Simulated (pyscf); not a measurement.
Elementary routes open to H₂Se + Cl–Ge:–Cl [singlet] in the gas phase (singlet surface):
A. Cl–Ge:–SeH [singlet] + hydrogen chloride (HCl) (H–Se, Cl–Ge broken; Ge–Se, Cl–H formed)
B. Cl–Ge(Cl)=Se + hydrogen (H₂) (H–Se, H–Se broken; Ge–Se, H–H formed)

Structures and frequencies: ωB97X-D3(BJ)/def2-SVP in PySCF.

Q: Rank the routes by free-energy barrier at 900 K, lowest first, for ωB97M-D3(BJ)/def2-TZVP energies (ideal gas, 1 atm, RRHO with modes under 100 cm⁻¹ raised to 100, one conformer, R ln 2 for chiral ones without a mode under 150 cm⁻¹).

A: A (160.0 kJ/mol), B (304.3 kJ/mol)

Route A is the fastest of these, ahead of the next by 144.3 kJ/mol. The most stable products are those of A (ΔG = +23.0 kJ/mol), so kinetics and thermodynamics agree. At 298 K A is still the fastest. A: On the reactant side the descent ends in an adduct with a Ge–Se contact, 54.3 kJ/mol under the separated species and 62.7 kJ/mol under the saddle at ωB97X-D3(BJ)/def2-TZVP. On the product side the descent ends in a complex, 23.5 kJ/mol under the separated species and 29.1 kJ/mol under the saddle at ωB97X-D3(BJ)/def2-TZVP. B: On the reactant side the descent ends in a bound adduct, 50.8 kJ/mol under the separated species and 216.4 kJ/mol under the saddle at ωB97X-D3(BJ)/def2-TZVP. Only these routes are compared; each barrier is that of the saddle found, and lower ones may exist. Elements up to Kr have no core potential and no relativistic terms here.
